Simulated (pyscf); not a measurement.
**Substitution at S: H₃C–Zn–SH + H atom (H•) → [H₃C–Zn]• + H₂S**

Gas phase, doublet surface, charge 0. Bonds broken: Zn2–S3. Bonds formed: S3–H8. Single points on ωB97X-D3(BJ)/def2-SVP structures (PySCF, gas phase).

Transition state (Å):

```xyz
8

C     -1.8249     1.0373     0.8301
Zn    -0.6902     0.0035    -0.3824
S      0.5526    -1.4108    -1.7265
H     -2.3508     0.3696     1.5327
H     -2.5845     1.6089     0.2720
H     -1.2277     1.7501     1.4221
H      1.1841    -0.4079    -2.3568
H      1.4135    -2.4770    -2.6861
```

One imaginary mode, 661i cm⁻¹; descent along it reached the two sides named.

| bond | change | reactant side (Å) | saddle | product side |
|---|---|---|---|---|
| Zn2–S3 | breaks | 2.182 | 2.313 | 2.9 |
| S3–H8 | forms | 3.6 | 1.673 | 1.346 |

Electronic energies relative to the separated reactants (kJ/mol):

```json
[
 {"level": "ωB97X-D3(BJ)/def2-TZVP", "barrier": "26.2", "reaction energy": "-12.0", "reverse barrier": "38.3"},
 {"level": "PBE/def2-TZVP", "barrier": "-8.6", "reaction energy": "-31.1", "reverse barrier": "22.5"},
 {"level": "r²SCAN/def2-TZVP", "barrier": "-5.8", "reaction energy": "-29.3", "reverse barrier": "23.5"},
 {"level": "B3LYP-D3(BJ)/def2-TZVP", "barrier": "-4.6", "reaction energy": "-46.7", "reverse barrier": "42.1"},
 {"level": "PBE0-D3(BJ)/def2-TZVP", "barrier": "4.9", "reaction energy": "-26.8", "reverse barrier": "31.8"},
 {"level": "M06-2X/def2-TZVP", "barrier": "18.4", "reaction energy": "-37.5", "reverse barrier": "55.8"},
 {"level": "ωB97M-D3(BJ)/def2-TZVP", "barrier": "21.4", "reaction energy": "-33.6", "reverse barrier": "55.0"},
 {"level": "HF/def2-TZVP", "barrier": "72.1", "reaction energy": "-35.7", "reverse barrier": "107.8"}
]
```

With ωB97M-D3(BJ)/def2-TZVP energies and thermal terms (ideal gas, 1 atm, RRHO with modes under 100 cm⁻¹ raised to 100, one conformer, R ln 2 for chiral ones without a mode under 150 cm⁻¹), in kJ/mol:

```
T (K)   ΔH‡    ΔG‡     ΔH     ΔG
-----  ----  -----  -----  -----
298    22.6   50.0  -22.7  -30.4
600    20.5   78.7  -28.8  -36.0
900    18.8  108.1  -34.8  -38.3
1200   17.3  138.1  -40.3  -38.6
```

At PBE, r²SCAN, B3LYP-D3(BJ) this geometry lies under the reactants; that is no barrier but a single point on another level's saddle; such a level's own saddle, if it has one, lies nearer that side and is low. This is the saddle that the search found; another between the same sides may lie lower. The angle at the attacked S is 178°. Elements up to Kr have no core potential and no relativistic terms here.
